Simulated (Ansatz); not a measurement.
Saddle point of BH₅F₂, singlet (BH₃ + HF + HF → BH₂F ([BH2][F]) + HF + H₂; bonds formed: H2–H7, H5–F8; dative contacts that become bonds: B1–F6; bonds broken: B1–H2, H5–F6, H7–F8), PBE0-D4/def2-TZVP structure:

B1  (-0.559, 0.160, -0.626)
H2  (0.249, -0.857, -0.593)
H3  (-0.407, 0.611, -1.721)
H4  (-1.638, -0.194, -0.257)
H5  (0.601, 0.491, 1.072)
F6  (0.004, 1.164, 0.404)
H7  (0.656, -0.845, 0.367)
F8  (1.094, -0.529, 1.353)
(Å)

Energies are electronic, without zero-point energy. Barriers and step energies count from the start structure reached by relaxing down the imaginary mode; all methods use the PBE0-D4 structures, on which another method's saddle can fall below an end. Ansatz 0.2.0; basis: def2-TZVPP, with def2-QZVPP for the basis limit; cores frozen in the correlated methods. B3LYP uses VWN-RPA correlation. Extrapolation: Hartree–Fock as exp(−7.88 √X), correlation as X^−2.97.

```tsv
method	barrier (kcal/mol)	step energy (kcal/mol)
SPW92	-4.43	-6.59
PBE-D4	1.53	-17.17
BLYP-D4	4.04	-22.28
r2SCAN-D4	2.89	-19.09
B97M-V	7.68	-21.21
PBE0-D4	?	-18.55
B3LYP-D4	5.93	-22.52
r2SCAN0-D4	5.16	-19.92
BHLYP-D4	9.51	-24.14
CAM-B3LYP-D4	5.75	-21.05
wB97X-V	6.83	-21.47
wB97M-V	7.31	-20.75
B2PLYP	6.96	-22.95
PBE-QIDH	6.63	-20.30
RPA on PBE	?	-22.94
HF	?	-33.39
MP2	7.14	-22.38
CCSD	9.91	-23.53
CCSD(T)	8.26	-22.19
```

(1) Fill in the withheld barriers. (An estimate is asked for; the value comes from the calculation.)

T1 diagnostic: at most 0.012.

## Answers

(1) Computed: RPA on PBE 7.48; PBE0-D4 4.40; HF 18.26 kcal/mol. Each is the energy of the saddle less that of the start structure, by the same method.

For comparison, the barrier by CCSD(T) at an estimated basis limit (MP2 extrapolated from triple and quadruple zeta, plus CCSD(T) − MP2 in triple zeta) is 8.67 kcal/mol.

Labels in which every atom is bracketed show which atoms are joined, not bond orders.

For scale, one of the runs: CCSD(T)/def2-TZVPP, 163 basis functions (an equivalent command: `ansatz run in.yaml --threads 2`). The run took 16 s on 2 CPU threads (shared host), with 1.5 GiB of host memory at its peak.
